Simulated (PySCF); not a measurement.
chlorine (Cl2), SMILES ClCl. Geometry: PBE0-D3(BJ)/def2-TZVPD.

Level of theory: PBE0-D3(BJ)/def2-TZVPD in PySCF.

Harmonic wavenumbers (cm⁻¹): 577. Rotational constants (GHz): 7.272 (linear); symmetry number 2.

Task: Work out the zero-point energy and the ideal-gas rigid-rotor harmonic-oscillator thermochemistry at 298.15 K and 1 atm.

Result: ZPE = ½ Σ hcν = ½ × 577 cm⁻¹ = 0.83 kcal/mol. H − E(el) = 3.01 kcal/mol. Entropy in cal/(mol K): translation 38.69, rotation 14.02, vibration 0.49, total 53.21. G − E(el) = -12.86 kcal/mol. Cp = 8.04 cal/(mol K).
